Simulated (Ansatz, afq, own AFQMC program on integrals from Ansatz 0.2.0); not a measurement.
AFQMC on a folder of integrals that Ansatz 0.2.0 wrote.

```yaml
crystal:
  periodic: [false, false, false]
  atoms:
    - {symbol: B, position_ang: [0.000000, -0.094110, 0.391245]}
    - {symbol: Al, position_ang: [0.000000, -0.029096, -1.958856]}
    - {symbol: H, position_ang: [0.000000, 0.123205, 1.567610]}
basis:
  gaussian: {orbitals: 6-31G}
magnetization: {spin_polarized: true, initial_magnetization: 1}
correlation: {method: ccsd_t, electrons: outside_noble_gas, hamiltonian_folder: ham}
```

```sh
$ ansatz run in.yaml --threads 1 --pin off --events-out ev --progress --plain --max-ram 24576MiB --backend cuda --devices 0, --max-vram 18GiB
```

Options of the walk:

```
--method phaseless --trial cisd --walkers 4000 --populations 20 --least-time 60 --time-step 0.005 --steps-per-block 50 --equilibration-blocks 28 --max-blocks 4000 --target-error 0.00016 --factor-cut 1e-05 --start spin_pure --seed 990 --release-times 0.24,0.51,0.99,1.62,2.4 --release-step 0.03 --release-every 3 --taylor-order 6
```

Times are imaginary, in 1/Eh. The walk had a cap of 122 s. With eight or more populations the least sampling time is a fifth of least-time, and the error comes from their spread.

Output of the walk:

```
orbitals 18  electrons 4 3  factors 105 of 296
reference energy -267.02697253 Eh
CCSD correlation -0.08936126 Eh in 15 cycles, weight of the determinant in the CISD state 0.8825
energy of the start -267.115521 Eh
 block  time / (1/Eh)  mean weight  energy / Eh
     1     0.250  1.0001  -267.115162
     2     0.500  1.0000  -267.115376
     3     0.750  0.9999  -267.115717
     4     1.000  1.0001  -267.116105
     5     1.250  1.0000  -267.116545
    10     2.500  1.0000  -267.117825
    15     3.750  1.0000  -267.118267
    20     5.000  0.9999  -267.118940
    25     6.250  1.0000  -267.119156
    30     7.500  1.0000  -267.119312
    35     8.750  1.0001  -267.119162
    40    10.000  0.9999  -267.118958
    45    11.250  1.0000  -267.119141
    50    12.500  0.9998  -267.119104
    55    13.750  0.9999  -267.118985
    60    15.000  1.0001  -267.118723
    65    16.250  1.0001  -267.119119
    70    17.500  1.0000  -267.119247
    73    18.250  0.9999  -267.119651
    75    18.750  1.0001  -267.119633
    78    19.500  0.9999  -267.119063
error from the spread of 20 populations
released: time / (1/Eh)  energy / Eh  error  mean overlap
  0.24  -267.119225  0.000076  0.9996
  0.51  -267.119341  0.000061  0.9995
  0.99  -267.119970  0.000520  1.0022
  1.62  -267.119496  0.000064  1.0020
  2.40  -267.119584  0.000046  1.0016
energy -267.119136 +/- 0.000091 Eh
(rows thinned)
```

The run passed its tests (sampling time, drift between the halves within three errors, error under three times the target), which doesn't prove that it has relaxed.

Against this walk (error 2.5 meV) on the same determinant: CCSD(T) 19.8 meV higher, CCSDT(Q) 13.3 meV lower, CCSDTQ 14.7 meV lower, full CI 14.9 meV lower. The error is statistical and leaves out the bias of the constraint. The released energies have errors that jump between times, so the bars are unsure (meV from the phaseless value at times in 1/Eh: -2.4 ± 2.1 at 0.24, -5.6 ± 1.7 at 0.51, -23 ± 14 at 0.99, -9.8 ± 1.8 at 1.62, -12.2 ± 1.2 at 2.40), so they give no level; they do show a bias of the constraint, and the last of them that isn't too noisy lies 3 meV above full CI. Full CI is exact here, so the walk's 15 meV above it is the walk's own error: the bias of the constraint with this trial.

Cautions: constraint bias not in the error; an unrestricted solution with more broken spin lies lower (9 meV, ⟨S²⟩ 0.94); unrestricted determinant slightly spin contaminated (⟨S²⟩ 0.80 against 0.75).

The walk took 26 s on 1 × NVIDIA H100 80GB HBM3 with 2 threads of AMD EPYC 7R13 Processor (Zen 3), on a shared host (the card was shared). The log's last line is the phaseless energy.

CCSDT and higher add their correlation energy to the determinant of the CCSD(T) run, since their own runs factorise the integrals more tightly (a shift of under 2 meV). A walk keeps the symmetry of its determinant, which the program's search chose and which needn't be the lowest solution, so a lower state of the same spin and another symmetry isn't excluded.
